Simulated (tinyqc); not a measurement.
MP2 on RHF in the sto-3g basis, frozen core, for H3O+, spin multiplicity 1, step by step (part 1 of 2). Computed by tinyqc, a small Python program that keeps every step (integrals from PySCF). Settings: charge = 1, multiplicity = 1, basis = sto-3g, method = RHF, frozen orbitals = 1, energy threshold = 1e-10, iteration cap = 62, orthogonalisation = symmetric, start = core, DIIS depth = 6. Command: `OMP_NUM_THREADS=1 python tinyqc.py 26271 26272 out.jsonl` (the two numbers bound the seeds that draw the settings). One thread of a shared host (Intel(R) Xeon(R) Processor @ 2.60GHz), about 0.1 s of CPU time with the checks. The early iterations of the SCF are left out here.

## One-electron integrals

Geometry (angstrom):
```
atom          x          y         z
O      0.000000   0.000000  0.102000
H      1.063000   0.000000  0.000000
H     -0.532000   0.921000  0.000000
H     -0.532000  -0.921000  0.000000
```

Basis sto-3g: exponents (1/bohr^2) and contraction coefficients of normalised primitives:
```
element  l (shell)    exponent  coefficient
O            s (1)  130.709320     0.154329
O            s (1)   23.808861     0.535328
O            s (1)    6.443608     0.444635
O            s (2)    5.033151    -0.099967
O            s (2)    1.169596     0.399513
O            s (2)    0.380389     0.700115
O            p (3)    5.033151     0.155916
O            p (3)    1.169596     0.607684
O            p (3)    0.380389     0.391957
H            s (1)    3.425251     0.154329
H            s (1)    0.623914     0.535328
H            s (1)    0.168855     0.444635
```

Overlap, kinetic and nuclear-attraction integrals over the contracted functions; the nuclear repulsion is the sum of Za Zb / Rab.

nuclear repulsion = 12.75034110 hartree

overlap S:
```
           1O 1s     1O 2s     1O 2px     1O 2py     1O 2pz      2H 1s      3H 1s      4H 1s
1O 1s   1.000000  0.236704   0.000000   0.000000   0.000000   0.041461   0.041401   0.041401
1O 2s   0.236704  1.000000   0.000000   0.000000   0.000000   0.405152   0.404788   0.404788
1O 2px  0.000000  0.000000   1.000000   0.000000   0.000000   0.351290  -0.175596  -0.175596
1O 2py  0.000000  0.000000   0.000000   1.000000   0.000000   0.000000   0.303992  -0.303992
1O 2pz  0.000000  0.000000   0.000000   0.000000   1.000000  -0.033708  -0.033667  -0.033667
2H 1s   0.041461  0.405152   0.351290   0.000000  -0.033708   1.000000   0.153709   0.153709
3H 1s   0.041401  0.404788  -0.175596   0.303992  -0.033667   0.153709   1.000000   0.153663
4H 1s   0.041401  0.404788  -0.175596  -0.303992  -0.033667   0.153709   0.153663   1.000000
```

kinetic energy T (hartree):
```
            1O 1s      1O 2s     1O 2px     1O 2py     1O 2pz      2H 1s      3H 1s      4H 1s
1O 1s   29.003200  -0.168011   0.000000   0.000000   0.000000  -0.007739  -0.007755  -0.007755
1O 2s   -0.168011   0.808128   0.000000   0.000000   0.000000   0.081831   0.081609   0.081609
1O 2px   0.000000   0.000000   2.528731   0.000000   0.000000   0.205468  -0.102581  -0.102581
1O 2py   0.000000   0.000000   0.000000   2.528731   0.000000   0.000000   0.177588  -0.177588
1O 2pz   0.000000   0.000000   0.000000   0.000000   2.528731  -0.019716  -0.019668  -0.019668
2H 1s   -0.007739   0.081831   0.205468   0.000000  -0.019716   0.760032  -0.007292  -0.007292
3H 1s   -0.007755   0.081609  -0.102581   0.177588  -0.019668  -0.007292   0.760032  -0.007297
4H 1s   -0.007755   0.081609  -0.102581  -0.177588  -0.019668  -0.007292  -0.007297   0.760032
```

nuclear attraction V (hartree):
```
             1O 1s       1O 2s      1O 2px      1O 2py      1O 2pz      2H 1s      3H 1s      4H 1s
1O 1s   -62.104509   -7.534834   -0.000009    0.000000    0.003570  -1.352018  -1.350039  -1.350039
1O 2s    -7.534834  -10.528418   -0.000095    0.000000    0.043353  -3.311441  -3.307879  -3.307879
1O 2px   -0.000009   -0.000095  -10.501828    0.000000    0.000015  -2.545123   1.271903   1.271903
1O 2py    0.000000    0.000000    0.000000  -10.501626    0.000000   0.000000  -2.201929   2.201929
1O 2pz    0.003570    0.043353    0.000015    0.000000  -10.360699   0.254992   0.254629   0.254629
2H 1s    -1.352018   -3.311441   -2.545123    0.000000    0.254992  -5.671789  -0.995708  -0.995708
3H 1s    -1.350039   -3.307879    1.271903   -2.201929    0.254629  -0.995708  -5.669784  -0.995191
4H 1s    -1.350039   -3.307879    1.271903    2.201929    0.254629  -0.995708  -0.995191  -5.669784
```

core Hamiltonian H = T + V (hartree):
```
             1O 1s      1O 2s     1O 2px     1O 2py     1O 2pz      2H 1s      3H 1s      4H 1s
1O 1s   -33.101309  -7.702845  -0.000009   0.000000   0.003570  -1.359758  -1.357794  -1.357794
1O 2s    -7.702845  -9.720290  -0.000095   0.000000   0.043353  -3.229610  -3.226270  -3.226270
1O 2px   -0.000009  -0.000095  -7.973097   0.000000   0.000015  -2.339655   1.169323   1.169323
1O 2py    0.000000   0.000000   0.000000  -7.972895   0.000000   0.000000  -2.024341   2.024341
1O 2pz    0.003570   0.043353   0.000015   0.000000  -7.831968   0.235277   0.234961   0.234961
2H 1s    -1.359758  -3.229610  -2.339655   0.000000   0.235277  -4.911757  -1.003000  -1.003000
3H 1s    -1.357794  -3.226270   1.169323  -2.024341   0.234961  -1.003000  -4.909752  -1.002488
4H 1s    -1.357794  -3.226270   1.169323   2.024341   0.234961  -1.003000  -1.002488  -4.909752
```

## Two-electron integrals

Functions are numbered as in S; the eight-fold symmetry (ij|kl) = (ji|kl) = (kl|ij) leaves the list below.

Two-electron integrals (ij|kl) in chemists' order, unique and non-zero (hartree):
```
(11|11) 4.785065    (21|11) 0.741380    (21|21) 0.136873    (22|11) 1.118947
(22|21) 0.256633    (22|22) 0.817206    (31|31) 0.024477    (32|31) 0.037809
(32|32) 0.180518    (33|11) 1.115814    (33|21) 0.256684    (33|22) 0.817023
(33|33) 0.880159    (41|41) 0.024477    (42|41) 0.037809    (42|42) 0.180518
(43|43) 0.047444    (44|11) 1.115814    (44|21) 0.256684    (44|22) 0.817023
(44|33) 0.785270    (44|44) 0.880159    (51|51) 0.024477    (52|51) 0.037809
(52|52) 0.180518    (53|53) 0.047444    (54|54) 0.047444    (55|11) 1.115814
(55|21) 0.256684    (55|22) 0.817023    (55|33) 0.785270    (55|44) 0.785270
(55|55) 0.880159    (61|11) 0.131564    (61|21) 0.024095    (61|22) 0.044926
(61|31) 0.001105    (61|32) 0.002076    (61|33) 0.045106    (61|44) 0.044838
(61|51) -0.000106   (61|52) -0.000199   (61|53) -0.000026   (61|55) 0.044841
(61|61) 0.004297    (62|11) 0.332086    (62|21) 0.077172    (62|22) 0.273533
(62|31) 0.005778    (62|32) 0.044833    (62|33) 0.282625    (62|44) 0.268790
(62|51) -0.000554   (62|52) -0.004302   (62|53) -0.001328   (62|55) 0.268918
(62|61) 0.013865    (62|62) 0.115008    (63|11) 0.243163    (63|21) 0.057220
(63|22) 0.216530    (63|31) 0.011670    (63|32) 0.080132    (63|33) 0.235669
(63|44) 0.206789    (63|51) -0.000359   (63|52) -0.003210   (63|53) -0.001886
(63|55) 0.206885    (63|61) 0.010717    (63|62) 0.110610    (63|63) 0.121213
(64|41) 0.007928    (64|42) 0.046684    (64|43) 0.009224    (64|54) -0.000885
(64|64) 0.016068    (65|11) -0.023333   (65|21) -0.005491   (65|22) -0.020777
(65|31) -0.000359   (65|32) -0.003210   (65|33) -0.020843   (65|44) -0.019842
(65|51) 0.007962    (65|52) 0.046992    (65|53) 0.009320    (65|55) -0.021622
(65|61) -0.001028   (65|62) -0.010614   (65|63) -0.010089   (65|65) 0.017036
(66|11) 0.483442    (66|21) 0.114164    (66|22) 0.465102    (66|31) 0.010714
(66|32) 0.115790    (66|33) 0.501067    (66|44) 0.446576    (66|51) -0.001028
(66|52) -0.011111   (66|53) -0.005229   (66|55) 0.447078    (66|61) 0.020674
(66|62) 0.250274    (66|63) 0.274679    (66|65) -0.026357   (66|66) 0.774606
(71|11) 0.131372    (71|21) 0.024060    (71|22) 0.044861    (71|31) -0.000552
(71|32) -0.001037   (71|33) 0.044840    (71|41) 0.000956    (71|42) 0.001795
(71|43) -0.000116   (71|44) 0.044974    (71|51) -0.000106   (71|52) -0.000199
(71|53) 0.000013    (71|54) -0.000022   (71|55) 0.044776    (71|61) 0.004212
(71|62) 0.013327    (71|63) 0.009672    (71|64) 0.000370    (71|65) -0.000990
(71|66) 0.019650    (71|71) 0.004284    (72|11) 0.331723    (72|21) 0.077089
(72|22) 0.273251    (72|31) -0.002887   (72|32) -0.022404   (72|33) 0.271970
(72|41) 0.004998    (72|42) 0.038786    (72|43) -0.005987   (72|44) 0.278877
(72|51) -0.000554   (72|52) -0.004295   (72|53) 0.000663    (72|54) -0.001148
(72|55) 0.268639    (72|61) 0.013332    (72|62) 0.089167    (72|63) 0.065696
(72|64) 0.010027    (72|65) -0.007970   (72|66) 0.154631    (72|71) 0.013830
(72|72) 0.114788    (73|11) -0.121519   (73|21) -0.028595   (73|22) -0.108215
(73|31) 0.008853    (73|32) 0.054992    (73|33) -0.113870   (73|41) -0.001620
(73|42) -0.014476   (73|43) 0.010237    (73|44) -0.107257   (73|51) 0.000179
(73|52) 0.001603    (73|53) -0.001134   (73|54) 0.000433    (73|55) -0.103396
(73|61) -0.004520   (73|62) -0.024188   (73|63) -0.006440   (73|64) -0.002106
(73|65) 0.002111    (73|66) -0.032067   (73|71) -0.005348   (73|72) -0.055231
(73|73) 0.042300    (74|11) 0.210374    (74|21) 0.049505    (74|22) 0.187342
(74|31) -0.001620   (74|32) -0.014476   (74|33) 0.181174    (74|41) 0.010721
(74|42) 0.071691    (74|43) -0.008519   (74|44) 0.201642    (74|51) -0.000311
(74|52) -0.002776   (74|53) 0.000433    (74|54) -0.001633   (74|55) 0.178999
(74|61) 0.008565    (74|62) 0.061916    (74|63) 0.045277    (74|64) 0.018500
(74|65) -0.005440   (74|66) 0.108898    (74|71) 0.009259    (74|72) 0.095616
(74|73) -0.045472   (74|74) 0.094756    (75|11) -0.023299   (75|21) -0.005483
(75|22) -0.020748   (75|31) 0.000179    (75|32) 0.001603    (75|33) -0.020065
(75|41) -0.000311   (75|42) -0.002776   (75|43) 0.000433    (75|44) -0.020564
(75|51) 0.007952    (75|52) 0.046937    (75|53) -0.004657   (75|54) 0.008062
(75|55) -0.021591   (75|61) -0.000990   (75|62) -0.007968   (75|63) -0.005763
(75|64) -0.000893   (75|65) 0.012612    (75|66) -0.015019   (75|71) -0.001025
(75|72) -0.010589   (75|73) 0.005036    (75|74) -0.008718   (75|75) 0.017000
(76|11) 0.095715    (76|21) 0.022414    (76|22) 0.085329    (76|31) 0.000680
(76|32) 0.006141    (76|33) 0.085891    (76|41) 0.001178    (76|42) 0.010646
(76|43) 0.000344    (76|44) 0.086290    (76|51) -0.000261   (76|52) -0.002358
(76|53) -0.000276   (76|54) -0.000479   (76|55) 0.083713    (76|61) 0.003968
(76|62) 0.034299    (76|63) 0.030858    (76|64) 0.003629    (76|65) -0.003564
(76|66) 0.075057    (76|71) 0.003962    (76|72) 0.034270    (76|73) -0.012287
(76|74) 0.028518    (76|75) -0.003560   (76|76) 0.012517    (77|11) 0.483196
(77|21) 0.114106    (77|22) 0.464902    (77|31) -0.005355   (77|32) -0.057883
(77|33) 0.460012    (77|41) 0.009270    (77|42) 0.100207    (77|43) -0.023587
(77|44) 0.487221    (77|51) -0.001027   (77|52) -0.011098   (77|53) 0.002612
(77|54) -0.004522   (77|55) 0.446889    (77|61) 0.019669    (77|62) 0.154728
(77|63) 0.110379    (77|64) 0.026719    (77|65) -0.015031   (77|66) 0.285581
(77|71) 0.020634    (77|72) 0.249988    (77|73) -0.137261   (77|74) 0.237627
(77|75) -0.026317   (77|76) 0.075057    (77|77) 0.774606    (81|11) 0.131372
(81|21) 0.024060    (81|22) 0.044861    (81|31) -0.000552   (81|32) -0.001037
(81|33) 0.044840    (81|41) -0.000956   (81|42) -0.001795   (81|43) 0.000116
(81|44) 0.044974    (81|51) -0.000106   (81|52) -0.000199   (81|53) 0.000013
(81|54) 0.000022    (81|55) 0.044776    (81|61) 0.004212    (81|62) 0.013327
(81|63) 0.009672    (81|64) -0.000370   (81|65) -0.000990   (81|66) 0.019650
(81|71) 0.004205    (81|72) 0.013313    (81|73) -0.005154   (81|74) 0.008183
(81|75) -0.000988   (81|76) 0.003843    (81|77) 0.019641    (81|81) 0.004284
(82|11) 0.331723    (82|21) 0.077089    (82|22) 0.273251    (82|31) -0.002887
(82|32) -0.022404   (82|33) 0.271970    (82|41) -0.004998   (82|42) -0.038786
(82|43) 0.005987    (82|44) 0.278877    (82|51) -0.000554   (82|52) -0.004295
(82|53) 0.000663    (82|54) 0.001148    (82|55) 0.268639    (82|61) 0.013332
(82|62) 0.089167    (82|63) 0.065696    (82|64) -0.010027   (82|65) -0.007970
(82|66) 0.154631    (82|71) 0.013313    (82|72) 0.089082    (82|73) -0.041517
(82|74) 0.051840    (82|75) -0.007960   (82|76) 0.027342    (82|77) 0.154591
(82|81) 0.013830    (82|82) 0.114788    (83|11) -0.121519   (83|21) -0.028595
(83|22) -0.108215   (83|31) 0.008853    (83|32) 0.054992    (83|33) -0.113870
(83|41) 0.001620    (83|42) 0.014476    (83|43) -0.010237   (83|44) -0.107257
(83|51) 0.000179    (83|52) 0.001603    (83|53) -0.001134   (83|54) -0.000433
(83|55) -0.103396   (83|61) -0.004520   (83|62) -0.024188   (83|63) -0.006440
(83|64) 0.002106    (83|65) 0.002111    (83|66) -0.032067   (83|71) -0.005154
(83|72) -0.041517   (83|73) 0.030953    (83|74) -0.023683   (83|75) 0.003653
(83|76) -0.009589   (83|77) -0.078309   (83|81) -0.005348   (83|82) -0.055231
(83|83) 0.042300    (84|11) -0.210374   (84|21) -0.049505   (84|22) -0.187342
(84|31) 0.001620    (84|32) 0.014476    (84|33) -0.181174   (84|41) 0.010721
(84|42) 0.071691    (84|43) -0.008519   (84|44) -0.201642   (84|51) 0.000311
(84|52) 0.002776    (84|53) -0.000433   (84|54) -0.001633   (84|55) -0.178999
(84|61) -0.008565   (84|62) -0.061916   (84|63) -0.045277   (84|64) 0.018500
(84|65) 0.005440    (84|66) -0.108898   (84|71) -0.008183   (84|72) -0.051840
(84|73) 0.023683    (84|74) -0.018878   (84|75) 0.004541    (84|76) -0.016596
(84|77) -0.082177   (84|81) -0.009259   (84|82) -0.095616   (84|83) 0.045472
(84|84) 0.094756    (85|11) -0.023299   (85|21) -0.005483   (85|22) -0.020748
(85|31) 0.000179    (85|32) 0.001603    (85|33) -0.020065   (85|41) 0.000311
(85|42) 0.002776    (85|43) -0.000433   (85|44) -0.020564   (85|51) 0.007952
(85|52) 0.046937    (85|53) -0.004657   (85|54) -0.008062   (85|55) -0.021591
(85|61) -0.000990   (85|62) -0.007968   (85|63) -0.005763   (85|64) 0.000893
(85|65) 0.012612    (85|66) -0.015019   (85|71) -0.000988   (85|72) -0.007960
(85|73) 0.003653    (85|74) -0.004541   (85|75) 0.012599    (85|76) -0.002744
(85|77) -0.015014   (85|81) -0.001025   (85|82) -0.010589   (85|83) 0.005036
(85|84) 0.008718    (85|85) 0.017000    (86|11) 0.095715    (86|21) 0.022414
(86|22) 0.085329    (86|31) 0.000680    (86|32) 0.006141    (86|33) 0.085891
(86|41) -0.001178   (86|42) -0.010646   (86|43) -0.000344   (86|44) 0.086290
(86|51) -0.000261   (86|52) -0.002358   (86|53) -0.000276   (86|54) 0.000479
(86|55) 0.083713    (86|61) 0.003968    (86|62) 0.034299    (86|63) 0.030858
(86|64) -0.003629   (86|65) -0.003564   (86|66) 0.075057    (86|71) 0.003843
(86|72) 0.027342    (86|73) -0.009589   (86|74) 0.016596    (86|75) -0.002744
(86|76) 0.010107    (86|77) 0.048460    (86|81) 0.003962    (86|82) 0.034270
(86|83) -0.012287   (86|84) -0.028518   (86|85) -0.003560   (86|86) 0.012517
(87|11) 0.095660    (87|21) 0.022402    (87|22) 0.085287    (87|31) -0.001360
(87|32) -0.012291   (87|33) 0.086449    (87|44) 0.085649    (87|51) -0.000261
(87|52) -0.002357   (87|53) 0.000553    (87|55) 0.083671    (87|61) 0.003846
(87|62) 0.027355    (87|63) 0.019170    (87|65) -0.002745   (87|66) 0.048449
(87|71) 0.003960    (87|72) 0.034255    (87|73) -0.018559   (87|74) 0.024882
(87|75) -0.003558   (87|76) 0.010104    (87|77) 0.075030    (87|81) 0.003960
(87|82) 0.034255    (87|83) -0.018559   (87|84) -0.024882   (87|85) -0.003558
(87|86) 0.010104    (87|87) 0.012509    (88|11) 0.483196    (88|21) 0.114106
(88|22) 0.464902    (88|31) -0.005355   (88|32) -0.057883   (88|33) 0.460012
(88|41) -0.009270   (88|42) -0.100207   (88|43) 0.023587    (88|44) 0.487221
(88|51) -0.001027   (88|52) -0.011098   (88|53) 0.002612    (88|54) 0.004522
(88|55) 0.446889    (88|61) 0.019669    (88|62) 0.154728    (88|63) 0.110379
(88|64) -0.026719   (88|65) -0.015031   (88|66) 0.285581    (88|71) 0.019641
(88|72) 0.154591    (88|73) -0.078309   (88|74) 0.082177    (88|75) -0.015014
(88|76) 0.048460    (88|77) 0.285553    (88|81) 0.020634    (88|82) 0.249988
(88|83) -0.137261   (88|84) -0.237627   (88|85) -0.026317   (88|86) 0.075057
(88|87) 0.075030    (88|88) 0.774606
```

## Orthogonalisation

S = U s U^T; symmetric (Loewdin) form X = U s^(-1/2) U^T, so that X^T S X = 1.

eigenvalues of S: 0.399679  0.486126  0.486448  0.974377  1.013476  1.359889  1.360150  1.919854

X:
```
            1O 1s      1O 2s     1O 2px     1O 2py     1O 2pz      2H 1s      3H 1s      4H 1s
1O 1s    1.024561  -0.144866  -0.000008   0.000000   0.001796   0.018824   0.018808   0.018808
1O 2s   -0.144866   1.240259   0.000114   0.000000  -0.017758  -0.227194  -0.226857  -0.226857
1O 2px  -0.000008   0.000114   1.095125   0.000000  -0.000011  -0.231855   0.115860   0.115860
1O 2py   0.000000   0.000000   0.000000   1.094964   0.000000   0.000000  -0.200558   0.200558
1O 2pz   0.001796  -0.017758  -0.000011   0.000000   1.001444   0.018553   0.018518   0.018518
2H 1s    0.018824  -0.227194  -0.231855   0.000000   0.018553   1.145703  -0.050957  -0.050957
3H 1s    0.018808  -0.226857   0.115860  -0.200558   0.018518  -0.050957   1.145414  -0.050928
4H 1s    0.018808  -0.226857   0.115860   0.200558   0.018518  -0.050957  -0.050928   1.145414
```

## Starting guess

The start is the orbitals of the core Hamiltonian; D = 2 C_occ C_occ^T.

D at the start:
```
            1O 1s      1O 2s     1O 2px     1O 2py     1O 2pz      2H 1s      3H 1s      4H 1s
1O 1s    2.136345  -0.610630  -0.000048   0.000000   0.009570   0.067823   0.067739   0.067739
1O 2s   -0.610630   2.724010   0.000345   0.000000  -0.056502  -0.293174  -0.292777  -0.292777
1O 2px  -0.000048   0.000345   2.335499   0.000000  -0.000039  -0.401629   0.200689   0.200689
1O 2py   0.000000   0.000000   0.000000   2.334937   0.000000   0.000000  -0.347400   0.347400
1O 2pz   0.009570  -0.056502  -0.000039   0.000000   2.005088   0.031909   0.031852   0.031852
2H 1s    0.067823  -0.293174  -0.401629   0.000000   0.031909   0.100942  -0.002670  -0.002670
3H 1s    0.067739  -0.292777   0.200689  -0.347400   0.031852  -0.002670   0.100741  -0.002634
4H 1s    0.067739  -0.292777   0.200689   0.347400   0.031852  -0.002670  -0.002634   0.100741
```
